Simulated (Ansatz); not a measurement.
**Al2H2+ (doublet): wave-function methods side by side, cc-pVTZ**

An exercise on one series of results from a longer session: the logs are not shown, and one member is left open.

Computed with Ansatz 0.2.0, Gaussian basis. Level: cc-pVTZ, core rule «outside noble gas», up to 10 orbitals frozen.

To be run: UHF; CCSD(T) on ROHF; CCSD(T) on UHF; BCCD(T) on ROHF; CCSDT(Q) on ROHF; CCSDT(Q) on UHF.

16 further runs of the same task are left out: 10 for a known fault of the program, 6 set aside as unsound or not needed.

## What is computed

The geometry is a PBE0/def2-TZVP stationary point (not a proven minimum) of the parent state, kept for this charge and spin.

4 atoms, charge 1, spin multiplicity 2.

Atoms are counted from 1 here; the program's logs count them from 0.

Bond lengths: Al1–Al2 2.545 Å, Al1–H3 1.589 Å, Al1–H4 1.589 Å. Angles: Al2–Al1–H3 116.8°, Al2–Al1–H4 116.8°, H3–Al1–H4 126.5°.

As a file:

```xyz
4
charge 1, multiplicity 2
Al    0.0000    0.0000   -1.2010
Al    0.0000    0.0000    1.3441
H     0.0000    1.4184   -1.9165
H     0.0000   -1.4184   -1.9165
```

Set-up of the first run:

Input file in.yaml:

```yaml
crystal:
  periodic: [false, false, false]
  atoms:
    - {symbol: Al, position_ang: [0.000000, 0.000000, -1.200958]}
    - {symbol: Al, position_ang: [0.000000, 0.000000, 1.344142]}
    - {symbol: H, position_ang: [0.000000, 1.418400, -1.916458]}
    - {symbol: H, position_ang: [0.000000, -1.418400, -1.916458]}
basis:
  gaussian: {orbitals: cc-pVTZ}
total_charge: 1
magnetization: {spin_polarized: true, initial_magnetization: 1}
hamiltonian: {xc: hf}
output: {orbitals: {seedname: orbitals}}
```

Command:

```bash
$ ansatz run in.yaml --threads 1 --pin off --events-out ev --progress --plain --max-ram 4096MiB --backend cpu
```

Among the steps run: UHF; CCSD(T) on ROHF; CCSD(T) on UHF; BCCD(T) on ROHF; CCSDT(Q) on ROHF; CCSDT(Q) on UHF.

One of the session's tables, all rows but one given; the rest of the session is left out.

```
   method  from UCCSDT(Q) (meV)
     ROHF               +3866.9
      UHF               +3735.8
     RMP2                +955.4
     UMP2                +950.4
    RCCSD                +121.1
    UCCSD                     ?
 RCCSD(T)                 +29.0
 UCCSD(T)                 +28.3
  BCCD(T)                 +28.9
   RCCSDT                  +4.4
   UCCSDT                  +3.2
RCCSDT(Q)                  +1.1
UCCSDT(Q)                     0
```

**Question.** Estimate the row for UCCSD.

**Answer.** from UCCSDT(Q) (meV): +113.1. In the column «from UCCSDT(Q) (meV)» it lies between RCCSD(T) (+29.0) and RCCSD (+121.1).

Limits of these values: Restricted and unrestricted rows rest on different reference determinants; where their highest levels disagree by more than a few hundredths of an eV, they describe different states and don't form one ladder.
